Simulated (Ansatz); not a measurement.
Basis-set extrapolation for `C=C=N` (PBE0-D4/def2-TZVP geometry, frozen core, Ansatz 0.2.0). Multiplicity 1, RHF reference.

```csv
,cc-pV(T+d)Z,cc-pV(Q+d)Z
HF,-131.924943,-131.934199
MP2 correlation,-0.513669,-0.547304
CCSD(T) correlation,-0.556411,-0.586257
```

Energies in hartree. Use E(X) = E(∞) + A·exp(−5.46·√X) for Hartree–Fock and E(X) = E(∞) + B·X^(−3.05) for correlation, with X = 3 and 4.

**Question.** What is the CCSD(T) energy at the basis-set limit?

**Answer.** HF limit: -131.934199 + (-0.009256) × 0.30130 = -131.93699. Correlation limit: -0.586257 + (-0.029846) × 0.71189 = -0.60750. Total: -132.54449 hartree, 39.6 kcal/mol below CCSD(T)/cc-pV(T+d)Z.
